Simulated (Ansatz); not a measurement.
The input, for Ansatz 0.2.0:

```yaml
crystal:
  periodic: [false, false, false]
  atoms:
    - {symbol: Si, position_ang: [0.000000, 0.000000, 0.000000]}
    - {symbol: O, position_ang: [0.000000, 0.000000, 1.713500]}
basis:
  gaussian: {orbitals: cc-pVDZ}
total_charge: 1
magnetization: {spin_polarized: false, initial_magnetization: 3}
correlation: {method: fci, electrons: outside_noble_gas}
```

```sh
$ ansatz run in.yaml --threads 2 --pin off --events-out ev --progress --plain --max-ram 34560MiB --backend cuda --devices 0, --max-vram 37GiB
```

Output:

```
548 factors; integrals over basis functions are off by at most 1.3e-7 eV
mean field evaluation 1: about -9881.7690 eV, gradient 3.8e1 eV
mean field evaluation 2: about -9881.8213 eV, gradient 3.7e1 eV
mean field evaluation 4: about -9885.8798 eV, gradient 7.5e0 eV
mean field evaluation 8: about -9886.2398 eV, gradient 1.1e0 eV
mean field evaluation 16: about -9886.2496 eV, gradient 2.8e-6 eV
mean field evaluation 32: about -9881.7690 eV, gradient 3.8e1 eV
mean field evaluation 64: about -9885.9068 eV, gradient 6.6e0 eV
mean field evaluation 96: about -9885.6619 eV, gradient 1.1e-1 eV
mean field evaluation 128: about -9885.6918 eV, gradient 2.6e-1 eV
mean field evaluation 160: about -9886.5480 eV, gradient 3.4e-1 eV
mean field evaluation 192: about -9885.6739 eV, gradient 2.5e-3 eV
mean field evaluation 224: about -9885.6739 eV, gradient 1.1e-3 eV
mean field evaluation 256: about -9886.5503 eV, gradient 9.6e-3 eV
mean field -9886.55027267 eV, -363.3240211762 hartree, gradient 1.6e-6 eV, S^2 3.750000; 15 other end points of the search recorded, 0 dependent functions left out
mean field evaluation 288: about -9886.5741 eV, gradient 5.0e-1 eV
mean field evaluation 320: about -9886.5203 eV, gradient 2.5e-1 eV
mean field evaluation 352: about -9885.9933 eV, gradient 5.3e-1 eV
determinant -9886.55027267 eV, -363.3240211762 hartree, with singles and doubles -9892.11772569 eV, -363.5286213009 hartree
determinant -9886.24962124 eV, -363.3129724397 hartree, with singles and doubles -9891.76723399 eV, -363.5157409685 hartree
determinant -9885.67390716 eV, -363.2918153376 hartree, with singles and doubles -9890.80956519 eV, -363.4805472891 hartree
determinant -9886.55027267 eV, -363.3240211762 hartree, with singles and doubles -9892.13013465 eV, -363.5290773217 hartree
determinant -9886.24962124 eV, -363.3129724397 hartree, with singles and doubles -9891.77438696 eV, -363.5160038352 hartree
6 core orbitals not correlated: weight in the atoms' cores, before any rotation towards them, 1.000 or more for the frozen orbitals, at most 0.000 for the correlated occupied ones
reference -9886.55027267 eV, -363.3240211762 hartree; 6, 3 occupied and 20, 23 virtual orbitals, 548 factors
state -9892.58346921 eV, -363.5457370596 hartree
Total energy: -9892.58346921 eV, -363.5457370596 hartree
```

Natural occupations: 1.9785 1.9210 1.4682 1.4630 1.0073 0.5199 0.5148 0.0410 0.0150 0.0150 0.0095 0.0056 0.0056 0.0048 0.0045 0.0045 0.0042 0.0035 0.0035 0.0020 0.0020 0.0019 0.0018 0.0018.

Ran on 2 threads of AMD EPYC 7R13 with a shared H100 80 GB, shared host: 52 s wall, 1.7 GiB peak host memory.
